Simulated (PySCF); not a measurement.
# Computed NMR parameters against published values

Cartesian coordinates in Å; atom numbers follow the order of the lines, from 1:
```xyz
12

C    -2.0583    0.0541    1.4566
C    -1.2083   -0.4789    0.5980
O    -0.0973    0.2210    0.2024
C     0.7353   -0.3652   -0.6989
C     1.8660    0.5532   -1.0294
O     0.5560   -1.4564   -1.1560
H    -1.9080    1.0441    1.8682
H    -2.9298   -0.5084    1.7600
H    -1.3042   -1.4609    0.1529
H     2.3108    0.9540   -0.1181
H     2.6074    0.0193   -1.6179
H     1.4829    1.3990   -1.6055
```

[PySCF 2.14.0 with density-fitted response routines: PBE0-D3(BJ)/def2-TZVP geometry; B97-2/pcSseg-2 with gauge-including orbitals; spin–spin couplings from B3LYP/pcJ-2 (without the spin–dipole term); fast rotation and ring inversion assumed for equivalent nuclei; no relativistic terms; a single conformation; in vacuum]

Reference values: estimated from measurements, as parent shift plus tabulated substituent increment (solution, not stated per compound (mostly CDCl3 or CCl4); Pretsch, Buehlmann, Badertscher, Structure Determination of Organic Compounds, 4th ed. (2009)).
```json
{"atoms": "C2", "quantity": "δ ¹³C", "reference": "141.7", "computed": "150.1", "computed, scaled": "142.8"}
{"atoms": "C1", "quantity": "δ ¹³C", "reference": "96.6", "computed": "99.9", "computed, scaled": "94.4"}
```

Reference values: measured (solution, not stated per compound (mostly CDCl3 or CCl4); Pretsch, Buehlmann, Badertscher, Structure Determination of Organic Compounds, 4th ed. (2009)).
```
atoms  quantity  reference  computed  computed, scaled
   H9      δ ¹H       7.28      8.03              7.68
   H7      δ ¹H       4.88      5.02              4.86
   H8      δ ¹H       4.56      4.63              4.49
```

Computed shifts are σ(ref) − σ with the named reference compound (TMS for H and C) calculated as an isolated molecule at the same level. The measured values may be among those fitted. Empirical linear scaling, fitted to shifts measured mostly in CDCl3 for H and C (δ vs TMS): ¹³C (scatter 2.0 ppm rms, 2.1 ppm with the 3 outliers that the fit left out); ¹H (scatter 0.14 ppm rms, 0.16 ppm with the 5 outliers that the fit left out). Occasional misses reach two or three times the rms, and more in compound classes unlike the fitted ones.

Coupling constants in Hz:
| coupling | reference | computed | source |
| --- | --- | --- | --- |
| ³J(H9,H8) cis | 6.3 | 8.2 | measured; solution (compiled); Pretsch, Buehlmann, Badertscher, Structure Determination of Organic Compounds, 4th ed., Springer 2009 |
| ³J(H9,H7) trans | 14.1 | 15.6 | measured; solution (compiled); Pretsch, Buehlmann, Badertscher, Structure Determination of Organic Compounds, 4th ed., Springer 2009 |
| ²J(H7,H8) | -1.6 | -0.7 | measured; solution (compiled); Pretsch, Buehlmann, Badertscher, Structure Determination of Organic Compounds, 4th ed., Springer 2009 |

(1) How far are the unscaled ¹³C shifts from the references?

(2) How far are the unscaled ¹H shifts from the references?

## Answers

(1) Mean signed difference +5.85 ppm, mean absolute 5.85 ppm over 2 comparisons; the largest is +8.4 ppm at C2 (alkene carbon bearing oxygen).

(2) Mean signed difference +0.32 ppm, mean absolute 0.32 ppm over 3 comparisons; the largest is +0.75 ppm at H9 (hydrogen on an alkene carbon bearing oxygen).
